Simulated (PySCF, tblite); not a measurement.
# Na+ and 5 × water

A gas-phase complex of Na+ and 5 × water; charge +1, singlet. The structure comes from a short search (6 tight-binding starts) and was relaxed by PBE0-D3(BJ)/def2-SVPD; another way of binding may lie lower. No frequency run checks that it is a minimum.

```tsv
part	name	SMILES	atoms	charge	multiplicity
1	Na+	[Na+]	1	+1	1
2	water	O	2–4	0	1
3	water	O	5–7	0	1
4	water	O	8–10	0	1
5	water	O	11–13	0	1
6	water	O	14–16	0	1
```

```csv
atom,part,x (Å),y (Å),z (Å)
Na1,1,0.128,1.473,0.174
O2,2,-0.914,-0.424,0.889
H3,2,-1.141,-0.812,1.736
H4,2,-1.115,-1.089,0.211
O5,3,0.105,0.528,-1.891
H6,3,-0.321,-0.341,-1.960
H7,3,0.321,0.802,-2.785
O8,4,2.286,1.906,0.788
H9,4,2.622,2.443,1.511
H10,4,3.061,1.498,0.390
O11,5,-1.150,3.298,0.692
H12,5,-0.948,4.234,0.615
H13,5,-2.071,3.257,0.969
O14,6,-1.213,-1.944,-1.479
H15,6,-0.727,-2.769,-1.589
H16,6,-2.086,-2.103,-1.856
```

Contacts between parts, classed by geometry: Na1···O5 2.271 Å (ion contact); Na1···O2 2.279 Å (ion contact); Na1···O8 2.285 Å (ion contact); Na1···O11 2.288 Å (ion contact); H6···O14 1.896 Å (hydrogen bond, 161°); H4···O14 1.897 Å (hydrogen bond, 160°).

Interaction energies are complex less parts, with the parts frozen as they stand in it; counterpoise-corrected, in kcal/mol (PySCF).

Task: How strongly do the parts interact, level by level?

Result: 
| level | interaction | superposition error removed |
| --- | --- | --- |
| wB97M-D3(BJ)/def2-SVPD | -94.86 | -4.13 |
| PBE0-D3(BJ)/def2-SVPD | -95.96 | -4.14 |

Task: What holds them together? Decompose the wB97M-D3(BJ)/def2-SVPD energy: frozen parts, their antisymmetrised product, then relaxation.

Result: electrostatic -108.3, Pauli repulsion +39.2, orbital relaxation -25.5, dispersion correction -4.3 kcal/mol, which sum to the value before the counterpoise correction; the Pauli term holds the exchange-correlation of the frozen density too. Of the attraction, 78 % is electrostatic, 18 % is orbital relaxation, 3 % is dispersion correction.

The parts were also relaxed and run alone, at the levels used for the complex: shieldings by PBE0/pcSseg-1; core levels by delta-SCF with SCAN, pcX-2 on the ionised atom and pcseg-1 elsewhere, spin-free X2C.

Task: What does binding change?

Result: 
```tsv
property	alone	in the complex	change
shielding of Na1 (ppm)	623.5	561.8	-61.8
shielding of O5 (ppm)	335.3	339.2	+3.9
shielding of O2 (ppm)	335.3	339.4	+4.1
Na1 1s core level (eV)	1088.42	1081.10	-7.32
O2 1s core level (eV)	539.76	543.05	+3.29
O5 1s core level (eV)	539.76	543.06	+3.30
```
